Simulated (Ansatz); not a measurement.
## ZnCu₂ (P-3m1)

Computed with DFT r2SCAN, scalar-relativistic, plane waves, PAW in Ansatz.

Cutoff 500 eV; k points 18×18×8 on the computed 3-atom cell (Γ-centred); Gaussian smearing, width 0.10 eV; no spin polarisation.

The structure is relaxed at this level of theory with its symmetry kept. Whether it is the stable form of this composition wasn't checked.

Space group P-3m1 (No. 164). a = 2.592 Å, b = 2.592 Å, c = 6.260 Å, α = 90.00°, β = 90.00°, γ = 120.00°
```tsv
atom	site	symmetry	x	y	z
Zn	1a	-3m.	0.0000	0.0000	0.0000
Cu	2d	3m.	0.3333	0.6667	0.6623
```

| Item | Value |
| --- | --- |
| Space group | P-3m1 (No. 164) |
| Volume per atom | 12.14 Å³ |
| Formation energy from the elements' standard states (uncorrected) | -0.038 eV/atom |
| Generalised Kohn–Sham band gap | none (metal) |
| Density of states at the Fermi level | 0.77 states/eV per cell |
| Bulk modulus | 140 GPa |
| Its pressure derivative | 5.0 |
| Bader charges (e) | Zn (1 in the cell) 0.11, Cu (2 in the cell) -0.06 |